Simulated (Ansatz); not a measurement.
**CHBN− (SMILES B1=C[N-]1): functionals against CCSD(T) at one geometry**

The task here is to estimate one member of a computed series from the others.

Program: Ansatz 0.2.0, Gaussian basis. Level of theory: single points in def2-TZVPPD. These are calculated values, not measurements.

Correlated methods freeze the cores.

### Where the work starts

SMILES `B1=C[N-]1`, 4 atoms, charge -1, spin multiplicity 1.

Atoms are counted from 1 here; the program's logs count them from 0.

Bond lengths: B1–C2 1.638 Å, B1–N3 1.668 Å, C2–N3 1.533 Å, C2–H4 1.069 Å. Angles: C2–B1–N3 55.2°, B1–C2–N3 63.4°, B1–C2–H4 171.0°, N3–C2–H4 125.4°, B1–N3–C2 61.4°.

Geometry (Å):

| atom | x (Å) | y (Å) | z (Å) |
| --- | --- | --- | --- |
| B1 | -1.23580 | -0.34640 | 0.29660 |
| C2 | 0.11330 | 0.48450 | -0.11780 |
| N3 | 0.26600 | -1.03100 | 0.05320 |
| H4 | 0.90620 | 1.16420 | -0.34610 |

Set-up of the first run:

The input, run/in.yaml:

```yaml
crystal:
  periodic: [false, false, false]
  atoms:
    - {symbol: B, position_ang: [-1.235800, -0.346400, 0.296600]}
    - {symbol: C, position_ang: [0.113300, 0.484500, -0.117800]}
    - {symbol: N, position_ang: [0.266000, -1.031000, 0.053200]}
    - {symbol: H, position_ang: [0.906200, 1.164200, -0.346100]}
basis:
  gaussian: {orbitals: "def2-TZVPPD.json"}
total_charge: -1
correlation: {method: ccsd_t}
output: {forces: true}
```

The basis file named in the input lies beside it (Basis Set Exchange, JSON).

No record of the launch command was kept for these runs.

Among the steps run: CCSD(T)/def2-TZVPPD; PBE0-D4/def2-TZVPPD; wB97M-V/def2-TZVPPD; r2SCAN-D4/def2-TZVPPD; PBE-D4/def2-TZVPPD; CAM-B3LYP-D4/def2-TZVPPD; HSE06-D4/def2-TZVPPD.

One of the session's tables, all rows but one given; the rest of the session is left out.

```
      method  RMS force component (eV/Å)  angle to CCSD(T) forces (°)
     CCSD(T)                       2.974                    reference
     PBE0-D4                       3.495                          1.3
     wB97M-V                       3.508                          2.2
   r2SCAN-D4                       3.275                          0.6
      PBE-D4                           ?                            ?
CAM-B3LYP-D4                       3.592                          2.5
    HSE06-D4                       3.482                          1.3
```

Estimate the missing values for PBE-D4.

The run gave: RMS force component (eV/Å): 3.092; angle to CCSD(T) forces (°): 2.0. In the column «RMS force component (eV/Å)» it lies between CCSD(T) (2.974) and r2SCAN-D4 (3.275).

To keep in mind: The anion's highest level is positive in at least one run, so there the basis alone may hold the extra electron.
